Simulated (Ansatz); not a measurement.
A geometry optimisation of F2H2Si with BLYP-D3(BJ)/def2-SVP

The starting geometry of this gas-phase triplet was optimised with GFN2-xTB as a singlet; its bonds are those of `F[SiH2]F`.

```xyz
5

F    -2.8919    1.4330    1.6101
F    -2.0057    2.6604    3.5926
Si   -1.6270    1.4909    2.5786
H    -0.4916    1.9261    1.8019
H    -1.5799    0.2548    3.3210
```

Question: Predict what becomes of its bonds when it is optimised with BLYP-D3(BJ)/def2-SVP.

Answer: It falls apart into F2HSi + H. Contacts that open: Si3–H5 (1.44 → 3.41 Å).

The energy falls by 3.96 eV over 75 steps:

```tsv
step	E − E(last) (eV)
1	3.956
9	0.502
17	0.406
26	0.359
34	0.013
42	0.011
50	0.006
59	0.000
67	0.000
75	0.000
```

Final geometry (Å):

```xyz
5

F    -2.7417    0.9583    2.1323
F    -2.7173    3.4493    2.9911
Si   -2.0393    1.9739    3.2107
H    -0.5717    2.0876    2.8427
H    -0.5261   -0.7038    1.7273
```

No frequencies were run, so the end isn't proven a minimum. Open shells are spin-unrestricted. The triplet needn't be the ground state. Run with Ansatz 0.2.0, 2.2 min on 1 thread of Arm Neoverse V2, on a shared host.
